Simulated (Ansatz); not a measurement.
Reaction (SMILES): C=C (C2H4) + 2 [H][H] (H2) → 2 C (CH4)
B3LYP-D3(BJ)/def2-TZVP geometries, fixed; electronic energies without zero-point terms.

Energies in hartree at MP2 with Ansatz (a program for electronic structure); the energy of full hydrogenation is their sum with the coefficients shown, times 627.509 kcal/mol a hartree. All functions are spherical. Cores are frozen. No added dispersion term, no relativity.

```csv
species,coefficient,part,cc-pVDZ,cc-pVTZ,cc-pVQZ
C=C (C2H4),-1,Hartree-Fock,-78.04014,-78.06404,-78.06933
C=C (C2H4),-1,correlation,-0.27427,-0.33516,-0.35587
[H][H] (H2),-2,Hartree-Fock,-1.12874,-1.13293,-1.13342
[H][H] (H2),-2,correlation,-0.02641,-0.03169,-0.03312
C (CH4),+2,Hartree-Fock,-40.19870,-40.21333,-40.21615
C (CH4),+2,correlation,-0.16119,-0.19830,-0.21010
```

Q: Predict the energy of full hydrogenation in cc-pV5Z (X = 5): let each Hartree-Fock step shrink by the ratio of the last two, and fit each correlation energy at X = 3 and 4 to E + A/X^3. Compare with the run.

A: 
- C=C (C2H4): steps -0.02390 and -0.00529, ratio 0.221, so Hartree-Fock -78.07050 (run: -78.07066); A = (-0.33516 - (-0.35587))/(1/27 - 1/64) = 0.9672, correlation -0.35587 - A/64 + A/125 = -0.36324 (run: -0.36366).
- [H][H] (H2): steps -0.00419 and -0.00049, ratio 0.117, so Hartree-Fock -1.13348 (run: -1.13357); A = (-0.03169 - (-0.03312))/(1/27 - 1/64) = 0.0668, correlation -0.03312 - A/64 + A/125 = -0.03363 (run: -0.03367).
- C (CH4): steps -0.01463 and -0.00282, ratio 0.193, so Hartree-Fock -40.21669 (run: -40.21689); A = (-0.19830 - (-0.21010))/(1/27 - 1/64) = 0.5511, correlation -0.21010 - A/64 + A/125 = -0.21430 (run: -0.21437).
Predicted -59.00 kcal/mol; the run in cc-pV5Z gives -58.81, a miss of -0.19. Keeping the value in cc-pVQZ, -59.12, would miss by -0.31. All sums are of the energies as printed.
